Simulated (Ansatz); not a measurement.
Process, species as SMILES: [CH] (CH) → C atom + H atom
B3LYP-D3(BJ)/def2-TZVP geometries, fixed; electronic energies without zero-point terms.
Largest species:
```xyz
2

C      0.0000     0.0000    -0.1605
H      0.0000     0.0000     0.9630
```
Charge 0, spin multiplicity 2.

How fast the atomisation energy converges with the basis for several methods (Ansatz, a program for electronic structure): deviation from each method's own reference, in kcal/mol. References: B3LYP 85.56 kcal/mol, the value in aug-cc-pV5Z; CCSD(T) 83.66 kcal/mol, Hartree-Fock in aug-cc-pV5Z plus the correlation part extrapolated as X^-3 from aug-cc-pVQZ and aug-cc-pV5Z; HF 59.02 kcal/mol, the value in aug-cc-pV5Z; MP2 77.31 kcal/mol, Hartree-Fock in aug-cc-pV5Z plus the correlation part extrapolated as X^-3 from aug-cc-pVQZ and aug-cc-pV5Z; PBE 84.84 kcal/mol, the value in aug-cc-pV5Z; r2SCAN 83.20 kcal/mol, the value in aug-cc-pV5Z. All functions are spherical. In correlated methods cores are frozen. The T1 diagnostic of CCSD is high for at least one species. An unrestricted Hartree-Fock determinant is markedly spin-contaminated. Open shells are unrestricted. No added dispersion term, no relativity. An unrestricted PBE determinant is markedly spin-contaminated. An unrestricted r2SCAN determinant is markedly spin-contaminated. 

| basis | functions | B3LYP | CCSD(T) | HF | MP2 | PBE | r2SCAN |
|---|---|---|---|---|---|---|---|
| def2-SV(P) | 16 | (withheld) | -13.07 | -2.71 | -11.84 | -2.56 | -2.82 |
| def2-TZVPP | 45 | (withheld) | -2.24 | -0.32 | -2.21 | -0.20 | -0.36 |
| def2-TZVPPD | 54 | (withheld) | -1.98 | -0.21 | -2.00 | -0.04 | -0.25 |
| 6-311++G(3df,3pd) | 57 | (withheld) | -1.48 | -0.07 | -1.42 | 0.10 | -0.16 |
| aug-cc-pVTZ | 69 | (withheld) | -1.56 | -0.16 | -1.67 | -0.12 | -0.12 |
| cc-pVQZ | 85 | (withheld) | -0.85 | -0.13 | -0.96 | -0.11 | -0.20 |
| def2-QZVPPD | 96 | (withheld) | -0.72 | -0.05 | -0.82 | -0.06 | -0.11 |
| aug-cc-pV5Z | 207 | (withheld) | -0.27 | 0.00 | -0.32 | 0.00 | 0.00 |

Problem. Some entries are withheld; supply them.

Solution. 
- def2-SV(P), B3LYP: -3.04
- def2-TZVPP, B3LYP: -0.28
- def2-TZVPPD, B3LYP: -0.14
- 6-311++G(3df,3pd), B3LYP: 0.04
- aug-cc-pVTZ, B3LYP: -0.16
- cc-pVQZ, B3LYP: -0.15
- def2-QZVPPD, B3LYP: -0.06
- aug-cc-pV5Z, B3LYP: 0.00

Mean absolute deviation over def2-TZVPP, def2-TZVPPD, 6-311++G(3df,3pd), aug-cc-pVTZ: PBE 0.12, B3LYP 0.15, HF 0.19, r2SCAN 0.22, CCSD(T) 1.81, MP2 1.82 kcal/mol.
